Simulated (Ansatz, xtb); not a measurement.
## Relative energy of two isomers of CH3N

We compare X, `[CH-]=[NH2+]`, a singlet, with Y, `C=N`, a singlet. Both are isolated molecules in the gas phase, relaxed with PBE0-D4/def2-TZVP.

X (Å):

```yaml
atoms:
  - { symbol: C, position_ang: [0.8499, 0.5003, 0.5195] }
  - { symbol: N, position_ang: [-0.4494, 0.4214, 0.5493] }
  - { symbol: H, position_ang: [1.1167, 1.4392, 1.0435] }
  - { symbol: H, position_ang: [-0.9107, -0.3706, 0.1209] }
  - { symbol: H, position_ang: [-1.0874, 1.0939, 0.9718] }
```

Y (Å):

```xyz
5

C     0.3505   -0.1271    0.3052
N    -0.1368    0.9936    0.6147
H    -0.2390    1.0805    1.6266
H     0.5149   -0.3566   -0.7495
H     0.6296   -0.9090    1.0209
```

Quicker runs give these differences E(Y) − E(X): GFN2-xTB −1.641 eV; HF/STO-3G −1.582 eV (at GFN2-xTB geometries); r2SCAN-D4/def2-SVP −1.514 eV (at GFN2-xTB geometries).

Question: Estimate E(Y) − E(X) at the level CCSD(T)/def2-TZVPP.

Answer: Calculated at CCSD(T)/def2-TZVPP: E(Y) − E(X) = −1.549 eV, so structure Y lies lower.

The same difference at several levels:

| level | geometry | E(Y) − E(X) (eV) | departure from the last row (eV) | job, with rough time for the two |
| --- | --- | --- | --- | --- |
| GFN2-xTB | GFN2-xTB | −1.641 | −0.091 | optimisation, 0.076 s |
| HF/STO-3G | GFN2-xTB | −1.582 | −0.033 | single point, 0.12 s |
| r2SCAN-D4/def2-SVP | GFN2-xTB | −1.514 | +0.035 | single point, 1.5 s |
| PBE0-D4/def2-TZVP | PBE0-D4/def2-TZVP | −1.515 | +0.034 | optimisation, 10 s |
| HF/def2-TZVPP | PBE0-D4/def2-TZVP | −1.347 | +0.202 | part of the CCSD(T) run |
| MP2/def2-TZVPP | PBE0-D4/def2-TZVP | −1.641 | −0.092 | part of the CCSD(T) run |
| CCSD(T)/def2-TZVPP | PBE0-D4/def2-TZVP | −1.549 |  | single point, 7.1 s |

As drawn, Y has 1 C–H in place of 1 N–H.

None of the levels shown reverses the order. The largest departure from CCSD(T)/def2-TZVPP is that of HF/def2-TZVPP, 0.202 eV.

With harmonic frequencies from PBE0-D4/def2-TZVP (ideal gas, rigid rotor, one conformer each, 298.15 K, 1 atm): the zero-point term adds +0.003 eV; ΔH is −1.548 and ΔG −1.546 eV.

The correlated steps freeze 2 core orbitals. Run with Ansatz 0.2.0, xtb 6.7.1; the last row on 1 thread of Arm Neoverse V1 on a shared host.
